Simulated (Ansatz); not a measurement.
**LiH (singlet): the correlation ladder, aug-cc-pVTZ**

One table from this session's results is given with a row withheld; the runs are named, their logs left out.

Program: Ansatz 0.2.0, Gaussian basis. Level of theory: aug-cc-pVTZ, core rule «outside noble gas», up to 1 orbitals frozen. These are calculated values, not measurements.

The runs, in order: UHF; CCSD(T) on RHF; BCCD(T) on RHF; Full CI.

18 further runs of the same task are left out: 8 for a known fault of the program, 4 that didn't finish, 6 set aside as unsound or not needed. Runs told in other sessions of the task aren't counted.

### What is computed

The geometry is a PBE0/def2-TZVPD stationary point (not a proven minimum) of the parent state, kept for this charge and spin.

2 atoms, charge 0, spin multiplicity 1.

Atoms are counted from 1 here; the program's logs count them from 0.

Bond lengths: Li1–H2 1.703 Å.

Set-up of the first run:

Input file in.yaml:

```yaml
crystal:
  periodic: [false, false, false]
  atoms:
    - {symbol: Li, position_ang: [0.000000, 0.000000, 0.000000]}
    - {symbol: H, position_ang: [0.000000, 0.000000, 1.703400]}
basis:
  gaussian: {orbitals: aug-cc-pVTZ}
magnetization: {spin_polarized: true, initial_magnetization: 0}
hamiltonian: {xc: hf}
output: {orbitals: {seedname: orbitals}}
```

Started as:

```sh
$ ansatz run in.yaml --threads 1 --pin off --events-out ev --progress --plain --max-ram 2393MiB
```

Steps of the session up to this table: UHF; CCSD(T) on RHF; BCCD(T) on RHF; Full CI.

One of the session's tables, all rows but one given; the rest of the session is left out.

It belongs to the step «Misses and costs». 

| method | from FCI (kJ/mol) |
| --- | --- |
| RHF | ? |
| RMP2 | +21.9 |
| RCCSD | 0.0 |
| RCCSD(T) | 0.0 |
| BCCD(T) | 0.0 |
| FCI | 0 |

Q: Estimate the row for RHF from the others.

As computed: from FCI (kJ/mol): +95.8. In the column «from FCI (kJ/mol)» it is the highest.
